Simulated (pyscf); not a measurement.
This saddle point was located with ωB97X-D3(BJ)/def2-SVP in PySCF.

```
Si
H 1 1.4842
H 1 1.5128 2 110.36
C 1 1.8836 2 116.20 3 114.20
H 4 1.1008 1 112.28 2 47.25
H 4 1.1029 5 108.44 1 -122.06
H 4 1.1048 5 109.97 6 -117.05
H 1 1.6558 2 95.75 3 -120.46
H 8 1.0418 1 78.16 2 88.82
H 8 1.0872 9 155.19 1 10.37
```

Surface: singlet, charge 0. Lowest wavenumbers (cm⁻¹): 1787i, 178, 218, 474, 572.

What reaction is this the transition state of?

H₃C–SiH₃ + H₂ ⇌ H₃C–SiH₃ + H₂, a four-centre exchange read from left to right: H–Si, H–H broken and H–Si, H–H formed. At ωB97M-D3(BJ)/def2-TZVP it lies +2.93 eV from the left side and +2.93 eV from the right (each side as separated species at their lowest minima found). At the saddle there is also a short H–Si contact that neither side keeps. This is the saddle that the search found; another between the same sides may lie lower.
